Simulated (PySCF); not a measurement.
## Telling isomers of C$_{6}$H$_{10}$ apart by NMR

Theory: geometry from GFN2-xTB, NMR shieldings at PBE0/pcSseg-1/GIAO, in PySCF 2.14.0 with density-fitted response routines (no solvent, one averaged value for each set of equivalent atoms, one conformer, non-relativistic Hamiltonian).

δ = σ(ref) − σ, references computed at the same level: $^{1}$H (σ = 31.72 ppm), $^{13}$C (σ = 186.93 ppm) against TMS. Where no couplings were computed, multiplicities follow the n + 1 count of equivalent neighbours, and m marks all less simple cases (inequivalent or close neighbours, rings, F or P nearby). Shifts are as computed. Against solution values, carbons near 30 ppm lie about +3 ppm off and those near 130 ppm about +5 ppm. Of 1211 compounds with measured shifts, 218 miss one by over three times the rms of a fit or turn the order of signals round; such compounds aren't used in these exercises.

(1) Tabulate the signals of `C=CC=C(C)C`, `CCC1=C(C)C1` and their relative energies.

(2) What is the quickest way to tell C=CC=C(C)C from CCC1=C(C)C1?

Results:

(1) 
```json
{"SMILES": "C=CC=C(C)C", "carbon types": "1×C 2×CH 1×CH2 2×CH3", "δC": "143.8, 140.6, 134.3, 121.6, 29.6, 20.3", "δH": "6.89 (m, 1H), 6.14 (d, 1H), 5.38 (m, 1H), 5.29 (m, 1H), 1.87 (s, 3H), 1.87 (s, 3H)", "E rel. (kcal/mol)": "0.0"}
{"SMILES": "CCC1=C(C)C1", "carbon types": "2×C 2×CH2 2×CH3", "δC": "120.8, 115.6, 26.2, 15.2, 14.2, 12.2", "δH": "2.59 (q, 2H), 2.29 (s, 3H), 1.36 (t, 3H), 0.77 (s, 2H)", "E rel. (kcal/mol)": "26.4"}
```

Energies are electronic energies at PBE0/pcSseg-1 on these geometries, without zero-point or thermal terms, each for the one conformer computed, which needn't be the lowest.

(2) Both give the same number of carbon signals, but DEPT or the intensities differ. The first has an alkene CH at 140.6 ppm, the second an allylic sp3 CH2 at 26.2 ppm. Their most deshielded carbons lie at 143.8 and 120.8 ppm. In the proton spectra the most deshielded non-exchanging signals are 6.89 (m, 1H) and 2.59 (q, 2H).
